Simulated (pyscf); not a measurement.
## Substitution at C: `[CH3][SiH3]` + `[Cl]` [doublet] → `[SiH3][CH2][Cl]` + `[H]` [doublet]

Gas phase, doublet surface, charge 0. Bonds broken: C1–H3. Bonds formed: C1–Cl9. Structures and frequencies: ωB97X-D3(BJ)/def2-SVP in PySCF.

Transition state (Å):

```xyz
9

C     -0.3803     0.8244    -0.2558
Si    -0.2858    -0.4413     1.1749
H     -0.4332    -0.4988    -1.1607
H     -1.3296     1.0358    -0.7605
H      0.4965     1.0413    -0.8760
H     -1.4660    -0.2087     2.0462
H     -0.3126    -1.8598     0.7081
H      0.9951    -0.2032     1.8881
Cl    -0.3112     2.4271     0.9117
```

One imaginary mode, 1244i cm⁻¹; descent along it reached the two sides named.

```tsv
bond	change	reactant side (Å)	saddle	product side
C1–H3	breaks	1.102	1.604	3.7
C1–Cl9	forms	3.2	1.984	1.792
```

Electronic energies relative to the separated reactants (kcal/mol):

```tsv
level	barrier	reaction energy	reverse barrier
ωB97X-D3(BJ)/def2-TZVP	39.5	+23.7	15.9
PBE/def2-TZVP	30.0	+21.1	8.9
r²SCAN/def2-TZVP	32.2	+24.5	7.7
B3LYP-D3(BJ)/def2-TZVP	37.4	+27.4	9.9
PBE0-D3(BJ)/def2-TZVP	34.4	+22.6	11.7
M06-2X/def2-TZVP	38.2	+23.8	14.3
ωB97M-D3(BJ)/def2-TZVP	40.5	+25.4	15.0
HF/def2-TZVP	60.6	+33.6	27.0
```

With ωB97M-D3(BJ)/def2-TZVP energies and thermal terms (ideal gas, 1 atm, RRHO with modes under 100 cm⁻¹ raised to 100, one conformer, R ln 2 for chiral ones without a mode under 150 cm⁻¹), in kcal/mol:

```tsv
T (K)	ΔH‡	ΔG‡	ΔH	ΔG
298	36.0	43.3	+21.0	+21.2
600	36.4	50.5	+21.7	+21.2
900	36.7	57.5	+22.4	+20.8
1200	36.9	64.5	+22.9	+20.1
```

This saddle turned up in a search for another step; its sides and bond changes are read from the two ends of the descent. The same reactants have a lower exit, to •H₂C–SiH₃ + HCl (barrier +4.4 kcal/mol at ωB97M-D3(BJ)/def2-TZVP, against +40.5 kcal/mol here). H₃Si–CH₂–Cl lies 42.9 kcal/mol over its isomer H₃C–SiH₂–Cl (electronic energy, ωB97M-D3(BJ)/def2-TZVP). This is the saddle that the search found; another between the same sides may lie lower. The angle at the attacked C is 178°. Left out: orbital degeneracy and the spin-orbit lowering of Cl.
